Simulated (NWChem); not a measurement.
A series in which one site is exchanged, each optimised at B3LYP/6-31G* with NWChem, gas phase unless a solvent is named. Pople sets run with spherical d functions. This build's default masses of Se (78.918 u) and Br (79.917 u) are each other's, which moves their modes by up to 0.6 %. Shieldings are non-relativistic GIAO values without spin-orbit effects.

A: ClC(Cl)Cl (CHCl₃; site = Cl)
B: ClCCl (CH₂Cl₂; site = H)
C: ClC(Cl)Br (CHBrCl₂; site = Br)
D: FC(Cl)Cl (CHCl$_{2}$F; site = F)

```tsv
quantity	A	B	C	D
orbital gap (eV), B3LYP/6-31G*	7.25	8.00	6.35	?
highest harmonic frequency (cm⁻¹), B3LYP/6-31G*	3202	3223	3210	?
SMD solvation free energy in water, B3LYP/6-31G* (kcal/mol)	-1.5	-2.3	-1.6	?
SMD solvation free energy in n-hexane, B3LYP/6-31G* (kcal/mol)	-4.3	-3.8	-4.8	?
13C shift against tetramethylsilane, PBE/pcSseg-1 (ppm)	117.4	77.4	117.7	?
```

**Question.** What belongs in the gaps?

**Answer.** 
- orbital gap (eV), B3LYP/6-31G*, D: 8.03
- highest harmonic frequency (cm⁻¹), B3LYP/6-31G*, D: 3175
- SMD solvation free energy in water, B3LYP/6-31G* (kcal/mol), D: -0.9
- SMD solvation free energy in n-hexane, B3LYP/6-31G* (kcal/mol), D: -3.1
- 13C shift against tetramethylsilane, PBE/pcSseg-1 (ppm), D: 132.5
